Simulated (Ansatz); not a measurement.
How far each method lies from UCCSDT(Q) for AsF2, doublet

Geometry: displaced at random from a stationary point.

```json
{"atom": "As", "x (Å)": "0.0426", "y (Å)": "-0.3849", "z (Å)": "-0.0025"}
{"atom": "F", "x (Å)": "-0.1223", "y (Å)": "0.7752", "z (Å)": "-1.2815"}
{"atom": "F", "x (Å)": "-0.0457", "y (Å)": "0.7427", "z (Å)": "1.2915"}
```

Basis cc-pVDZ; Ansatz 0.2.0. Correlated methods freeze the noble-gas cores and the filled d shells of p-block atoms, which leaves 19 electrons in 39 orbitals. R marks a restricted (for open shells ROHF) determinant, U an unrestricted one. Active spaces: valence = (15e, 10o, short of the full valence) chosen from the atoms' valence shells. No spin–orbit coupling is included, and no scalar relativity.

Full CI isn't at hand for all of this; UCCSDT(Q) serves as the reference, and is uncertain by about the last step of the cluster series. The frozen core follows each run's orbitals, which can shift R against U totals by a few meV for light atoms and by up to 0.1 eV past Ca.

The UHF ⟨S²⟩ is 0.766. The T1 diagnostic (RCCSD) is 0.0192 and the largest doubles amplitude (RCCSD) is 0.063. The T1 diagnostic (UCCSD) is 0.0181.

```tsv
level	E − E(UCCSDT(Q)) (kJ/mol)	wall time
UHF	1271.9	–
UMP2	60.1	–
UCCSD	30.0	–
UCCSD(T)	5.2	7.5 s
UCCSDT	3.5	–
```

Run but not shown, since their state, orbitals or frozen core can't be matched to the reference's or they repeat it: RHF, RMP2, RCCSD, RCCSD(T), BCCD(T), RCCSDT, RCCSDT(Q), CASSCF (valence space), NEVPT2 (valence space), MRCISD (valence space), MRCISD+Q (valence space).

Times hold each run's SCF and search for its determinant on a shared host, so for small cases they say little of a method's own cost; they ran on 1 thread of Arm Neoverse V2. Some runs computed forces too.

Natural occupations of CASSCF (valence space) about the gap: 1.996 1.996 1.975 1.974 1.007 0.034 0.028; effectively unpaired electrons, Σ n²(2−n)², 1.01.
